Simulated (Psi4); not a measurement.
**triplet PN at UB2PLYP/aug-cc-pVTZ (density fitting for correlation)**

Aim: a single-point energy of triplet PN. 

Program for the calculation: Psi4 1.11.

1 further run of the same task is left out (set aside as unsound or not needed).

### 1 The system as given

The species is PN (2 atoms), meant as a triplet with charge 0. SMILES of the parent species: `N#P`. The bond length is the one measured for the parent species. That shape belongs to the parent species and isn't relaxed for this state.

Bond lengths: N1–P2 1.491 Å.

### 2 The energy at UB2PLYP/aug-cc-pVTZ (density fitting for correlation)

Contents of np.json:

```json
{
 "schema_name": "qcschema_input",
 "schema_version": 1,
 "molecule": {
  "schema_name": "qcschema_molecule",
  "schema_version": 2,
  "symbols": ["N", "P"],
  "geometry": [0.0, 0.0, 0.0, 0.0, 0.0, 2.81732843],
  "molecular_charge": 0,
  "molecular_multiplicity": 3,
  "fix_symmetry": "c1"
 },
 "driver": "energy",
 "model": {
  "method": "b2plyp",
  "basis": "aug-cc-pVTZ"
 },
 "keywords": {
  "reference": "uks",
  "puream": true,
  "e_convergence": 1e-09,
  "d_convergence": 1e-08,
  "scf_type": "pk",
  "dft_radial_points": 99,
  "dft_spherical_points": 590,
  "num_frozen_docc": 6,
  "maxiter": 200
 }
}
```

Command:

```sh
psi4 --qcschema np.json -n 1 --memory 1600MB
```

stdout:

```text
[...]
  Running in c1 symmetry.
[...]
  Nuclear repulsion =   37.269350240433290
[...]
  Multiplicity = 3
[...]
  Nalpha       = 12
  Nbeta        = 10
[...]
    Number of basis functions: 96
[...]
   @UKS iter   1:  -395.42801797578454   -2.43987e-01   7.32810e-03 ADIIS/DIIS
[...]
   @UKS iter  16:  -395.69350747845658   -9.66338e-12   4.05334e-09 DIIS
[...]
   @S^2 Observed:                2.061792237E+00
[...]
    Orbital Energies [Eh]
    ---------------------
    Alpha Occupied:
       1A    -78.349377     2A    -14.920683     3A     -7.002029
       4A     -5.056214     5A     -5.052454     6A     -5.049454
       7A     -1.035806     8A     -0.638849     9A     -0.474960
      10A     -0.461578    11A     -0.429118    12A     -0.233337
    Alpha Virtual:
      13A     -0.055833    14A      0.031440    15A      0.040850
      16A      0.059068    17A      0.063116    18A      0.099841
      19A      0.127711    20A      0.127773    21A      0.138881
      22A      0.151462    23A      0.152500    24A      0.228230
      25A      0.237690    26A      0.243255    27A      0.315724
[...]
  @UKS Final Energy:  -395.69350747845658
   => Energetics <=
    Nuclear Repulsion Energy =             37.2693502404332904
    One-Electron Energy =                -619.3970779095482158
    Two-Electron Energy =                 200.7797098136766749
    DFT Exchange-Correlation Energy =     -14.3454896230182740
    Empirical Dispersion Energy =           0.0000000000000000
    VV10 Nonlocal Energy =                  0.0000000000000000
    Total Energy =                       -395.6935074784565813
[...]
 Multipole Moments:
 ------------------------------------------------------------------------------------
     Multipole            Electronic (a.u.)      Nuclear  (a.u.)        Total (a.u.)
 ------------------------------------------------------------------------------------
 L = 1.  Multiply by 2.5417464519 to convert [e a0] to [Debye]
 Dipole X            :         -0.0000000            0.0000000           -0.0000000
 Dipole Y            :         -0.0000000            0.0000000           -0.0000000
 Dipole Z            :          0.8341314           -0.4240837            0.4100476
 Magnitude           :                                                    0.4100476
[...]
```

The result, in JSON:

```text
{
 "driver": "energy",
 "model": {
  "method": "b2plyp",
  "basis": "aug-cc-pVTZ"
 },
 "success": true,
 "return_result": -395.7960330302861,
 "properties": {
  "calcinfo_nbasis": 96,
  "calcinfo_nmo": 96,
  "calcinfo_nalpha": 12,
  "calcinfo_nbeta": 10,
  "calcinfo_natom": 2,
  "nuclear_repulsion_energy": 37.26935024043329,
  "return_energy": -395.7960330302861,
  "scf_one_electron_energy": -619.3970779095482,
  "scf_two_electron_energy": 200.77970981367667,
  "scf_xc_energy": -14.345489623018274,
  "scf_dipole_moment": [-4.096069596829237e-15, -3.590735077111381e-17, 0.41004763657758414],
  "scf_total_energy": -395.6935074784566,
  "scf_iterations": 16
 }
}
```

It took 19 s on 1 thread of Intel Xeon Platinum 8375C at 2.90GHz (Ice Lake), shared host; peak memory 0.87 GiB.

### 3 What came out

Level: UB2PLYP/aug-cc-pVTZ (density fitting for correlation), 6 core orbitals frozen.

```
                                                quantity          value
                                            total energy  -395.79603 Eh
HOMO energy (SCF part's orbitals) (highest over α and β)       -6.35 eV
 LUMO energy (SCF part's orbitals) (lowest over α and β)       -4.17 eV
                                                    ⟨S²⟩          2.062
```
